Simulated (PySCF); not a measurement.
Species, as SMILES: OCl (OH-Cl).
Geometry (B3LYP-D3(BJ)/def2-TZVP, fixed):
```xyz
3

O      0.0220     1.1044    -0.0012
H     -0.9233     1.3146     0.0160
Cl     0.0439    -0.5970    -0.0004
```
Charge 0, spin multiplicity 1.

How fast the isotropic shielding of O1 converges with the basis for several methods (PySCF): deviation from each method's own reference, in ppm. References: HF 361.33 ppm, the value in pcSseg-3; PBE 345.64 ppm, the value in pcSseg-3; PBE0 350.39 ppm, the value in pcSseg-3. All functions are spherical. Core-valence sets carry the plain set on hydrogen. No added dispersion term, no relativity. GIAO; atoms are numbered in the order shown.

| basis | functions | HF | PBE | PBE0 |
|---|---|---|---|---|
| pcseg-0 | 24 | -14.68 | -47.43 | -37.63 |
| 3-21G | 24 | -21.85 | -58.60 | -47.39 |
| pcseg-1 | 37 | -1.41 | -12.67 | -9.09 |
| cc-pV(D+d)Z | 42 | -1.43 | -11.82 | -8.76 |
| def2-SVPD | 58 | -0.83 | -3.64 | -2.91 |
| aug-pcseg-1 | 59 | -3.07 | -5.82 | -4.77 |
| aug-cc-pV(D+d)Z | 64 | 0.33 | 0.48 | 0.46 |
| cc-pV(T+d)Z | 83 | 4.02 | 1.95 | 2.22 |
| jun-cc-pV(T+d)Z | 101 | -1.88 | -0.66 | -1.21 |
| def2-TZVPPD | 108 | -2.78 | -1.07 | -1.80 |
| cc-pCVTZ | 116 | 4.27 | 1.26 | 1.93 |
| def2-QZVPP | 157 | 0.73 | 1.28 | 1.06 |

Mean absolute deviation over cc-pV(T+d)Z, jun-cc-pV(T+d)Z, def2-TZVPPD, cc-pCVTZ: PBE 1.23, PBE0 1.79, HF 3.24 ppm.
